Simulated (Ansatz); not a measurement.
# Molecular dynamics, step by step

CH₂NO (SMILES [NH]C=O), doublet, revPBE-D4/6-31G (Ansatz 0.2.0). Settings (timestep in fs, temperature in K; T counts 9 degrees of freedom):

```yaml
hamiltonian: {xc: {name: revPBE}, dispersion: d4}
md: {n_steps: 40, timestep: 0.5, temperature: 1000, ensemble: nve, seed: 90, initial_velocities: maxwell_boltzmann}
```

Start (the SMILES describes the start alone):

```json
{"atom": "N1", "x (Å)": "-0.6922", "y (Å)": "0.5213", "z (Å)": "-0.3105"}
{"atom": "C2", "x (Å)": "0.3782", "y (Å)": "0.0472", "z (Å)": "0.2294"}
{"atom": "O3", "x (Å)": "0.5687", "y (Å)": "-1.1711", "z (Å)": "0.1215"}
{"atom": "H4", "x (Å)": "-1.3079", "y (Å)": "-0.1283", "z (Å)": "-0.7873"}
{"atom": "H5", "x (Å)": "1.0532", "y (Å)": "0.7309", "z (Å)": "0.7469"}
```

```csv
step,time (fs),potential energy less the start (meV),kinetic energy (meV),T (K)
0,0.00,0.0,387.8,1000
2,1.00,25.9,362.3,934
4,2.00,87.6,301.7,778
6,3.00,124.4,265.3,684
8,4.00,109.1,280.1,722
10,5.00,71.3,316.9,817
12,6.00,74.4,313.1,807
14,7.00,145.8,243.0,627
16,8.00,207.0,183.2,473
18,9.00,187.0,201.8,520
20,10.00,156.3,231.5,597
22,11.00,176.2,212.5,548
24,12.00,208.6,181.1,467
26,13.00,196.0,193.9,500
28,14.00,124.8,264.4,682
30,15.00,35.2,352.9,910
32,16.00,-10.0,397.7,1026
34,17.00,3.3,385.7,995
36,18.00,8.8,380.8,982
38,19.00,-22.8,411.2,1060
40,20.00,-28.3,416.1,1073
```

Step 6, positions (Å) and forces (eV/Å):

```csv
atom,x,y,z,Fx,Fy,Fz
N1,-0.679,0.504,-0.309,-4.136,0.496,-2.293
C2,0.397,0.065,0.250,0.073,1.547,0.225
O3,0.553,-1.175,0.110,1.455,-3.013,0.327
H4,-1.394,-0.144,-0.826,1.471,1.097,1.051
H5,0.982,0.843,0.705,1.136,-0.127,0.691
```

Step 10, positions (Å) and forces (eV/Å):

```json
{"atom": "N1", "x": "-0.684", "y": "0.494", "z": "-0.315", "Fx": "-2.489", "Fy": "1.047", "Fz": "-1.218"}
{"atom": "C2", "x": "0.410", "y": "0.084", "z": "0.265", "Fx": "-0.636", "Fy": "0.649", "Fz": "-0.454"}
{"atom": "O3", "x": "0.547", "y": "-1.188", "z": "0.103", "Fx": "1.480", "Fy": "-1.193", "Fz": "0.696"}
{"atom": "H4", "x": "-1.394", "y": "-0.110", "z": "-0.811", "Fx": "0.885", "Fy": "0.358", "Fz": "0.588"}
{"atom": "H5", "x": "0.983", "y": "0.911", "z": "0.707", "Fx": "0.760", "Fy": "-0.860", "Fz": "0.387"}
```

Step 12, positions (Å) and forces (eV/Å):

```tsv
atom	x	y	z	Fx	Fy	Fz
N1	-0.689	0.490	-0.320	-0.760	1.769	-0.107
C2	0.416	0.095	0.272	-1.041	0.221	-0.825
O3	0.546	-1.195	0.100	1.439	-0.286	0.852
H4	-1.379	-0.086	-0.793	-0.122	-0.527	-0.114
H5	0.995	0.935	0.714	0.484	-1.177	0.194
```

Last step (40):

N1  (-0.712, 0.556, -0.331)
C2  (0.364, 0.082, 0.241)
O3  (0.587, -1.210, 0.120)
H4  (-1.251, -0.280, -0.653)
H5  (1.159, 0.603, 0.788)
(Å)

The run took about 24 s on 2 CPU threads of an Arm Neoverse V1 (shared host).
